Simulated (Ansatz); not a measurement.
Steps of a relaxation of C$_{3}$H$_{4}$FNO, SMILES `C=C(O)C(=N)F` with RKS PBE0-D4/def2-TZVP.

```sh
$ ansatz run in.yaml --threads 4 --pin off --events-out ev --progress --plain --max-ram 10444MiB
```

```yaml
crystal:
  periodic: [false, false, false]
  atoms:
    - {symbol: C, position_ang: [0.372583, -1.379454, 0.222320]}
    - {symbol: C, position_ang: [0.042392, -0.094166, 0.487893]}
    - {symbol: O, position_ang: [-0.079303, 0.467648, 1.719822]}
    - {symbol: C, position_ang: [-0.233678, 0.875616, -0.611383]}
    - {symbol: N, position_ang: [-0.197486, 0.585772, -1.843573]}
    - {symbol: F, position_ang: [-0.530395, 2.114406, -0.142815]}
    - {symbol: H, position_ang: [0.437347, -1.711931, -0.820751]}
    - {symbol: H, position_ang: [0.577060, -2.097745, 1.030955]}
    - {symbol: H, position_ang: [0.114491, -0.221532, 2.382657]}
    - {symbol: H, position_ang: [-0.420011, 1.410186, -2.422224]}
basis:
  gaussian: {orbitals: def2-TZVP}
hamiltonian: {xc: pbe0, dispersion: d4}
relax: {f_tol: 0.005, max_steps: 150}
```

Positions (Å) and forces (eV/Å) along the path, 6 of 6 steps:

```xyz
10
step=1 energy=-9422.7133 eV
C     0.373   -1.379    0.222   -0.178    0.694    0.122
C     0.042   -0.094    0.488    0.178   -0.715   -0.231
O    -0.079    0.468    1.720    0.193   -0.722    0.071
C    -0.234    0.876   -0.611   -0.007   -0.054   -0.713
N    -0.197    0.586   -1.844   -0.174    0.819    1.001
F    -0.530    2.114   -0.143    0.155   -0.655   -0.317
H     0.437   -1.712   -0.821   -0.037    0.192    0.573
H     0.577   -2.098    1.031   -0.112    0.390   -0.427
H     0.114   -0.222    2.383   -0.137    0.492   -0.420
H    -0.420    1.410   -2.422    0.120   -0.442    0.341
10
step=2 energy=-9422.7677 eV
C     0.369   -1.366    0.220   -0.041    0.157    0.037
C     0.043   -0.098    0.483    0.037   -0.131   -0.044
O    -0.077    0.459    1.712    0.060   -0.237   -0.001
C    -0.231    0.866   -0.611   -0.015    0.052   -0.056
N    -0.196    0.582   -1.829   -0.068    0.293    0.180
F    -0.527    2.097   -0.149    0.060   -0.255   -0.124
H     0.434   -1.693   -0.811   -0.008    0.035    0.152
H     0.570   -2.076    1.019   -0.026    0.091   -0.122
H     0.115   -0.222    2.369   -0.043    0.159   -0.094
H    -0.417    1.399   -2.401    0.043   -0.163    0.074
10
step=3 energy=-9422.7720 eV
C     0.368   -1.362    0.220   -0.003    0.003    0.004
C     0.043   -0.099    0.482   -0.010    0.022    0.001
O    -0.076    0.456    1.709    0.009   -0.023   -0.030
C    -0.231    0.864   -0.610   -0.004    0.022    0.048
N    -0.196    0.584   -1.826   -0.006    0.031   -0.003
F    -0.525    2.089   -0.150    0.006   -0.028   -0.013
H     0.431   -1.690   -0.806    0.006   -0.010   -0.008
H     0.570   -2.070    1.014    0.003   -0.013    0.002
H     0.114   -0.219    2.367   -0.003    0.011    0.024
H    -0.415    1.397   -2.396    0.002   -0.015   -0.025
10
step=4 energy=-9422.7722 eV
C     0.367   -1.362    0.220    0.002    0.003    0.000
C     0.043   -0.099    0.482    0.001    0.006    0.000
O    -0.076    0.456    1.708    0.001   -0.013   -0.014
C    -0.231    0.864   -0.609   -0.001    0.003    0.011
N    -0.196    0.585   -1.825   -0.003    0.013    0.006
F    -0.525    2.089   -0.150   -0.001    0.000    0.002
H     0.433   -1.690   -0.806   -0.002   -0.006   -0.004
H     0.569   -2.071    1.014    0.002   -0.006    0.001
H     0.114   -0.218    2.369   -0.001    0.007    0.013
H    -0.416    1.396   -2.398    0.002   -0.007   -0.016
10
step=5 energy=-9422.7722 eV
C     0.367   -1.364    0.219    0.001   -0.004    0.010
C     0.044   -0.100    0.481   -0.008    0.031    0.005
O    -0.075    0.457    1.707    0.004   -0.018   -0.015
C    -0.231    0.865   -0.609   -0.001    0.009    0.010
N    -0.194    0.587   -1.825    0.000   -0.003   -0.013
F    -0.529    2.088   -0.147    0.000   -0.004   -0.008
H     0.431   -1.692   -0.807    0.000   -0.001   -0.003
H     0.569   -2.073    1.013    0.001   -0.001   -0.002
H     0.115   -0.214    2.370    0.002   -0.005    0.009
H    -0.414    1.396   -2.401    0.002   -0.004    0.007
10
step=6 energy=-9422.7723 eV
C     0.368   -1.363    0.219   -0.003   -0.002   -0.003
C     0.044   -0.099    0.482   -0.001   -0.001    0.003
O    -0.075    0.455    1.708    0.002    0.000    0.000
C    -0.231    0.865   -0.609   -0.001   -0.001   -0.004
N    -0.194    0.586   -1.825    0.002   -0.002    0.003
F    -0.528    2.089   -0.148   -0.001    0.003    0.002
H     0.430   -1.691   -0.807    0.002    0.001    0.001
H     0.569   -2.072    1.013    0.000    0.001    0.000
H     0.115   -0.216    2.371    0.000    0.001   -0.002
H    -0.414    1.395   -2.401   -0.001    0.000    0.000
```

Hardware: 4 threads of an Intel Xeon Platinum 8259CL on a shared host. Wall time 22 s, peak host memory 0.52 GiB.
